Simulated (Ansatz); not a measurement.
Diamond-structure Ge

These are r²SCANh in Ansatz (PAW) values and carry that method's errors.

Numerical settings: plane-wave cutoff 600 eV, 8×8×8 k mesh, scalar-relativistic PAW data made under PBE.

Cell (relaxed at this level):

```
Ge
1.0
    0.00000     2.82912     2.82912
    2.82912     0.00000     2.82912
    2.82912     2.82912     0.00000
Ge
2
Cartesian
  2.82912   2.82912   2.82912
  4.24368   4.24368   4.24368
```

```yaml
elastic constant C11: 133 GPa
elastic constant C12: 46.2 GPa
elastic constant C44: 70.5 GPa
Voigt–Reuss–Hill bulk modulus: 75.3 GPa
polycrystal shear modulus (Hill average): 58.1 GPa
young_modulus: 139 GPa
poisson_ratio: 0.193
```

Measured, for comparison: elastic constant C11 131 GPa, elastic constant C12 49 GPa, elastic constant C44 68 GPa (low temperature, zero-point motion not removed; as tabulated in Tanner et al. (2021), arXiv:2110.11888). Computed (rounded) less measured: elastic constant C11 +2 %, elastic constant C12 -6 %, elastic constant C44 +4 %.

Elastic constants are with the ions relaxed.

Computed values are for the static lattice.

Ansatz is a first-principles code.
